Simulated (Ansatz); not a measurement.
## C3H2S: state-averaged CASSCF

Calculated in Ansatz's Gaussian-basis code. State-averaged CASSCF with equal weights; occupations are averaged over the states; levels count from the state that is lowest in CASSCF. Solutions may break the symmetry of the shape. No proof that the lowest CASSCF solution was found. CASSCF levels without dynamic correlation can be off by over 1 eV.

Geometry:

| atom | x (Å) | y (Å) | z (Å) |
| --- | --- | --- | --- |
| C | 0.0000 | 0.0000 | -0.1952 |
| C | 0.0000 | 0.6696 | -1.4557 |
| C | 0.0000 | -0.6696 | -1.4557 |
| S | 0.0000 | 0.0000 | 1.4196 |
| H | 0.0000 | 1.5825 | -2.0369 |
| H | 0.0000 | -1.5825 | -2.0369 |

Basis cc-pVTZ on C/H, cc-pV(T+d)Z on S, nonrelativistic, 8 orbitals frozen in the corrections; active space CAS(6,5). Averaged: 3 singlets.

**Question.** Give the levels in order.

**Answer.** 

```csv
state,CASSCF (eV)
singlet,0.000
singlet,3.336
singlet,3.687
```

Occupations: 1.95, 1.89, 1.33, 0.44, 0.39.

Same geometry.

Basis cc-pVTZ on C/H, cc-pV(T+d)Z on S, nonrelativistic, 8 orbitals frozen in the corrections; active space CAS(6,5). Averaged: 1 singlet, 1 triplet.

**Question.** Give the levels in order, with their spins.

**Answer.** 

```
  state  CASSCF (eV)
singlet        0.000
triplet        3.282
```

Occupations: 1.95, 1.93, 1.50, 0.55, 0.07.

Same geometry.

Basis cc-pVDZ on C/H, cc-pV(D+d)Z on S, nonrelativistic, 8 orbitals frozen in the corrections; active space CAS(6,5). Averaged: 1 singlet, 1 triplet.

CASSCF levels: singlet 0.00, triplet 3.31 eV.

**Question.** How does SC-NEVPT2 move them?

**Answer.** singlet 0.00, triplet 3.46 eV, in the same order of listing. The lowest state stays.
